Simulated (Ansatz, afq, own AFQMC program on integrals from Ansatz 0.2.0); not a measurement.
Where AFQMC and coupled cluster stand for NaH2⁻, singlet

```csv
atom,x (Å),y (Å),z (Å)
Na,0.0000,0.0000,-0.1349
H,0.0000,0.0000,-1.7959
H,0.0000,0.0000,1.9308
```

Basis aug-cc-pVDZ. Only valence electrons are correlated. AFQMC by an in-house program on the Cholesky factors that Ansatz 0.2.0 writes for its CCSD(T) run. The CISD trial takes its coefficients from CCSD amplitudes. Released means that phaseless walkers are propagated on without the constraint, phases kept. ± is one standard error of the sampling.

Determinant: RHF, the one that the program's search chose, which needn't be the lowest solution. The geometry is a point of a scan.

Full CI on the same integrals is exact in this basis and with this determinant's frozen core.

```
T1 diagnostic                               : 0.0131
weight of the determinant in the CISD state : 0.933
size of the correlated space                : 4 electrons in 40 orbitals
```

Reference: full CI, correlation energy -1.912 eV. The released energy is read at 2.40 1/Eh (meV from the phaseless value at times in 1/Eh: 0.0 ± 0.6 at 0.24, -0.7 ± 0.6 at 0.51, -0.2 ± 0.3 at 0.99, -0.3 ± 0.4 at 1.62, -0.6 ± 0.5 at 2.40).

```tsv
level	E − E(reference) (meV)	share of correlation (%)
HF	1912.4	0.00
MP2	547.4	71.38
CCSD	8.8	99.54
CCSD(T)	3.1	99.84
CCSDT	0.2	99.99
CCSDT(Q)	0.1	100.00
ph-AFQMC/CISD	0.2 ± 0.5	99.99
released AFQMC	-0.4 ± 0.5	100.02
```

CCSDT and higher add their correlation energy to the determinant of the CCSD(T) run, since their own runs factorise the integrals more tightly (a shift of under 2 meV). A walk keeps the symmetry of its determinant, which the program's search chose and which needn't be the lowest solution, so a lower state of the same spin and another symmetry isn't excluded. Released energies are given only where the last usable release times agree within the noise; a slower fall can still hide under it.
